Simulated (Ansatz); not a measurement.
Nudged elastic band run: CH8OSi

Input:

```yaml
crystal:
  periodic: [false, false, false]
  atoms:
    - { symbol: Si, position_ang: [-0.422208, 0.488162, -0.004007] }
    - { symbol: O, position_ang: [-0.042948, -0.153203, 1.481406] }
    - { symbol: C, position_ang: [-1.037921, -0.370733, 2.47198] }
    - { symbol: H, position_ang: [-1.819043, -1.058148, 2.117] }
    - { symbol: H, position_ang: [-0.552831, -0.817582, 3.344303] }
    - { symbol: H, position_ang: [-1.512096, 0.572307, 2.77878] }
    - { symbol: H, position_ang: [0.848046, 0.574337, -0.760967] }
    - { symbol: H, position_ang: [-1.026362, 1.845806, 0.131737] }
    - { symbol: H, position_ang: [-1.397076, -0.372374, -0.735647] }
    - { symbol: H, position_ang: [1.825581, -2.733583, 1.981146] }
    - { symbol: H, position_ang: [1.461858, -2.106988, 1.81067] }
basis:
  gaussian: { orbitals: "6-31G*" }
hamiltonian:
  xc: b3lyp
  dispersion: d4
neb:
  order_check: false
  images: 5
  f_tol: 0.03
  max_iterations: 60
  final_atoms:
    - { symbol: Si, position_ang: [-0.15407123, -0.20545377, -0.58767566] }
    - { symbol: O, position_ang: [0.43216937, -0.24770815, 2.38962712] }
    - { symbol: C, position_ang: [-0.79435809, -0.41251105, 3.09064312] }
    - { symbol: H, position_ang: [-1.47624546, -1.11305816, 2.58505973] }
    - { symbol: H, position_ang: [-0.63661428, -0.75226357, 4.12540437] }
    - { symbol: H, position_ang: [-1.27258865, 0.57052163, 3.11818037] }
    - { symbol: H, position_ang: [1.09099356, 0.57839258, -0.40794896] }
    - { symbol: H, position_ang: [-1.30309505, 0.4267432, 0.10587014] }
    - { symbol: H, position_ang: [-0.46818457, -0.26304454, -2.04491912] }
    - { symbol: H, position_ang: [0.03067019, -1.60491287, -0.11802851] }
    - { symbol: H, position_ang: [0.87632422, -1.10870431, 2.3601884] }
  initial_path:
    images:
      - { positions_ang: [[-0.422208, 0.488162, -0.004007], [-0.042948, -0.153203, 1.481406], [-1.037921, -0.370733, 2.47198], [-1.819043, -1.058148, 2.117], [-0.552831, -0.817582, 3.344303], [-1.512096, 0.572307, 2.77878], [0.848046, 0.574337, -0.760967], [-1.026362, 1.845806, 0.131737], [-1.397076, -0.372374, -0.735647], [1.825581, -2.733583, 1.981146], [1.461858, -2.106988, 1.81067]] }
      - { positions_ang: [[-0.28785075, 0.35983593, 0.00693361], [-0.01708367, -0.12826421, 1.67092499], [-1.0481527, -0.39623669, 2.6027369], [-1.81726651, -1.03775066, 2.16198421], [-0.60764786, -0.91133186, 3.4599917], [-1.52097888, 0.53659547, 2.9481395], [1.01302033, 0.4127749, -0.67296963], [-0.90639334, 1.68412098, -0.02194732], [-1.18843954, -0.58506464, -0.67028027], [1.50094046, -2.27992498, 1.46426268], [1.20485247, -1.78675325, 1.66662464]] }
      - { positions_ang: [[-0.15349351, 0.23150985, 0.01787422], [0.00878066, -0.10332541, 1.86044397], [-1.05838439, -0.42174039, 2.73349381], [-1.81549003, -1.01735331, 2.20696842], [-0.66246472, -1.00508172, 3.5756804], [-1.52986177, 0.50088394, 3.11749899], [1.17799465, 0.2512128, -0.58497227], [-0.78642469, 1.52243596, -0.17563164], [-0.97980307, -0.79775528, -0.60491354], [1.17629992, -1.82626695, 0.94737937], [0.94784694, -1.46651849, 1.52257927]] }
      - { positions_ang: [[-0.01913626, 0.10318378, 0.02881483], [0.03464499, -0.07838662, 2.04996296], [-1.06861609, -0.44724408, 2.86425071], [-1.81371354, -0.99695597, 2.25195262], [-0.71728158, -1.09883158, 3.6913691], [-1.53874465, 0.46517242, 3.28685849], [1.34296898, 0.08965069, -0.4969749], [-0.66645603, 1.36075094, -0.32931596], [-0.77116661, -1.01044592, -0.53954681], [0.85165938, -1.37260893, 0.43049605], [0.69084142, -1.14628374, 1.37853391]] }
      - { positions_ang: [[-0.06411458, 0.0003046, -0.176682], [0.16715311, -0.13482713, 2.16318434], [-0.97719676, -0.4356664, 2.93971485], [-1.70122418, -1.0356567, 2.36298833], [-0.69039248, -0.98330891, 3.83604752], [-1.45002599, 0.50028882, 3.23063245], [1.25897717, 0.25256466, -0.46729959], [-0.87866904, 1.04941503, -0.18425393], [-0.6701726, -0.76131213, -1.04133758], [0.57799632, -1.45004357, 0.24765453], [0.75266902, -1.13375726, 1.70575207]] }
      - { positions_ang: [[-0.10909291, -0.10257458, -0.38217883], [0.29966124, -0.19126764, 2.27640573], [-0.88577742, -0.42408873, 3.01517899], [-1.58873482, -1.07435743, 2.47402403], [-0.66350338, -0.86778624, 3.98072594], [-1.36130732, 0.53540523, 3.17440641], [1.17498536, 0.41547862, -0.43762427], [-1.09088204, 0.73807911, -0.03919189], [-0.56917859, -0.51217834, -1.54312835], [0.30433325, -1.52747822, 0.06481301], [0.81449662, -1.12123078, 2.03297024]] }
      - { positions_ang: [[-0.15407123, -0.20545377, -0.58767566], [0.43216937, -0.24770815, 2.38962712], [-0.79435809, -0.41251105, 3.09064312], [-1.47624546, -1.11305816, 2.58505973], [-0.63661428, -0.75226357, 4.12540437], [-1.27258865, 0.57052163, 3.11818037], [1.09099356, 0.57839258, -0.40794896], [-1.30309505, 0.4267432, 0.10587014], [-0.46818457, -0.26304454, -2.04491912], [0.03067019, -1.60491287, -0.11802851], [0.87632422, -1.10870431, 2.3601884]] }
```

Run as:

```bash
$ ansatz run input.yaml --threads 1 --pin off --max-ram 2048MiB --backend cpu --events-out ev --progress --plain --runs-dir out
```

Output, in part (warnings, iteration lines, the closing report on the highest movable image, with atoms numbered from 0):

```
NEB end point (image 0): max|allowed force component| = 1.063e-2 eV/Å (the criterion of neb.relax_end_points is 1.000e-2)
NEB end point (image 6): max|allowed force component| = 3.051e-2 eV/Å (the criterion of neb.relax_end_points is 1.000e-2)
NEB iter   1: max|band force component| = 6.361e0 eV/Å  barrier→ = 4.1276 eV  barrier← = 3.4945 eV  Δτ_max = 0.2000 Å  (162 SCF iters)
NEB iter   2: max|band force component| = 2.447e0 eV/Å  barrier→ = 2.5585 eV  barrier← = 1.9254 eV  Δτ_max = 0.2000 Å  (132 SCF iters)
NEB iter   3: max|band force component| = 2.138e0 eV/Å  barrier→ = 1.9629 eV  barrier← = 1.3297 eV  Δτ_max = 0.2000 Å  (128 SCF iters)
NEB iter   4: max|band force component| = 9.363e-1 eV/Å  barrier→ = 1.7662 eV  barrier← = 1.1331 eV  Δτ_max = 0.0870 Å  (119 SCF iters)
NEB iter   5: max|band force component| = 6.992e-1 eV/Å  barrier→ = 1.7266 eV  barrier← = 1.0934 eV  CI = image 4  Δτ_max = 0.2000 Å  (113 SCF iters)
NEB iter   6: max|band force component| = 9.523e-1 eV/Å  barrier→ = 1.9640 eV  barrier← = 1.3309 eV  CI = image 4  Δτ_max = 0.2000 Å  (123 SCF iters)
NEB iter   7: max|band force component| = 1.415e0 eV/Å  barrier→ = 2.1692 eV  barrier← = 1.5361 eV  CI = image 4  Δτ_max = 0.2000 Å  (121 SCF iters)
NEB iter   8: max|band force component| = 1.153e0 eV/Å  barrier→ = 2.3166 eV  barrier← = 1.6835 eV  CI = image 4  Δτ_max = 0.1015 Å  (124 SCF iters)
NEB iter   9: max|band force component| = 1.399e0 eV/Å  barrier→ = 2.4676 eV  barrier← = 1.8345 eV  CI = image 4  Δτ_max = 0.0998 Å  (117 SCF iters)
NEB iter  10: max|band force component| = 1.041e0 eV/Å  barrier→ = 2.3803 eV  barrier← = 1.7472 eV  CI = image 4  Δτ_max = 0.1515 Å  (120 SCF iters)
NEB iter  11: max|band force component| = 4.772e-1 eV/Å  barrier→ = 2.3117 eV  barrier← = 1.6786 eV  CI = image 4  Δτ_max = 0.2000 Å  (118 SCF iters)
NEB iter  12: max|band force component| = 3.654e-1 eV/Å  barrier→ = 2.3370 eV  barrier← = 1.7039 eV  CI = image 4  Δτ_max = 0.1545 Å  (115 SCF iters)
NEB iter  13: max|band force component| = 2.489e-1 eV/Å  barrier→ = 2.2967 eV  barrier← = 1.6636 eV  CI = image 4  Δτ_max = 0.0285 Å  (110 SCF iters)
NEB iter  14: max|band force component| = 7.029e-2 eV/Å  barrier→ = 2.2932 eV  barrier← = 1.6601 eV  CI = image 4  Δτ_max = 0.0178 Å  (106 SCF iters)
NEB iter  15: max|band force component| = 4.288e-2 eV/Å  barrier→ = 2.2922 eV  barrier← = 1.6591 eV  CI = image 4  Δτ_max = 0.0089 Å  (100 SCF iters)
NEB iter  16: max|band force component| = 3.886e-2 eV/Å  barrier→ = 2.2918 eV  barrier← = 1.6587 eV  CI = image 4  Δτ_max = 0.0089 Å  (102 SCF iters)
NEB iter  17: max|band force component| = 2.921e-2 eV/Å  barrier→ = 2.2915 eV  barrier← = 1.6584 eV  CI = image 4  Δτ_max = 0.0089 Å  (98 SCF iters)
NEB iter  18: max|band force component| = 2.770e-2 eV/Å  barrier→ = 2.2912 eV  barrier← = 1.6581 eV  CI = image 4  Δτ_max = 0.0178 Å  (21 SCF iters)
NEB iter  19: max|band force component| = 3.739e-2 eV/Å  barrier→ = 2.2908 eV  barrier← = 1.6577 eV  CI = image 4  Δτ_max = 0.0178 Å  (24 SCF iters)
NEB iter  20: max|band force component| = 5.610e-2 eV/Å  barrier→ = 2.2911 eV  barrier← = 1.6580 eV  CI = image 4  Δτ_max = 0.0089 Å  (110 SCF iters)
NEB iter  21: max|band force component| = 5.457e-2 eV/Å  barrier→ = 2.2906 eV  barrier← = 1.6575 eV  CI = image 4  Δτ_max = 0.0178 Å  (102 SCF iters)
NEB iter  22: max|band force component| = 3.733e-2 eV/Å  barrier→ = 2.2905 eV  barrier← = 1.6574 eV  CI = image 4  Δτ_max = 0.0357 Å  (106 SCF iters)
NEB iter  23: max|band force component| = 1.388e-2 eV/Å  barrier→ = 2.2905 eV  barrier← = 1.6573 eV  CI = image 4  Δτ_max = 0.0000 Å  (225 SCF iters)
Total energy: -11089.96919387 eV, -407.5488508236 hartree
Atom 0 at     0.053353    -0.015087     0.076403 Å, force    -0.004987     0.008954    -0.002734 eV/Å
Atom 1 at     0.104481    -0.432061     1.902173 Å, force    -0.001104    -0.009769     0.011823 eV/Å
Atom 2 at    -1.035813    -0.439212     2.784794 Å, force     0.006990     0.000922    -0.003704 eV/Å
Atom 3 at    -1.704168    -1.271649     2.541484 Å, force    -0.000669     0.000043     0.000217 eV/Å
Atom 4 at    -0.674844    -0.531799     3.810914 Å, force     0.001049    -0.000373    -0.000065 eV/Å
Atom 5 at    -1.563019     0.508234     2.659561 Å, force    -0.000611     0.000412     0.000628 eV/Å
Atom 6 at     1.250446     0.503975    -0.633273 Å, force     0.002242    -0.004704     0.001903 eV/Å
Atom 7 at    -0.702186     1.242760     0.419102 Å, force    -0.002538     0.002703    -0.003248 eV/Å
Atom 8 at    -0.907811    -0.756816    -0.782485 Å, force     0.004828    -0.004985    -0.002137 eV/Å
Atom 9 at     0.925895    -1.583132     0.378310 Å, force    -0.002932     0.002282    -0.004870 eV/Å
Atom 10 at     0.578667    -1.357212     1.459417 Å, force    -0.002269     0.004515     0.002187 eV/Å
Dipole moment:    -0.337829    -0.057077     0.497911 e Å
```

The forces met the threshold. The band force fell under the threshold earlier too, but the program's further tests of the path sent the band on. Neighbouring images differ by up to 1.9 eV, so the band resolves the path poorly. A vibrational analysis at the climbing image gives one clearly imaginary mode, 1358i cm⁻¹: a first-order saddle point. The orbitals stay closed-shell, which can raise the energy where a bond breaks towards radicals; this wasn't checked here.

Final band (atoms are numbered from 1 in the order of the input):

```csv
image,path coordinate (Å),energy (eV),Si1–O2 (Å),H10–H11 (Å),Si1–H10 (Å)
0,0.00,0.00,1.66,0.74,4.40
1,0.96,0.00,1.66,0.74,4.04
2,1.92,0.02,1.66,0.74,3.42
3,2.88,0.41,1.68,0.75,2.52
4,3.84,2.29,1.87,1.16,1.82
5,5.33,0.92,2.85,1.90,1.49
6,6.83,0.63,3.03,2.67,1.49
```

Time of the run: 2.3 min on 1 thread of Intel(R) Xeon(R) 6975P-C (Granite Rapids), on a shared host, peak memory 0.14 GiB.
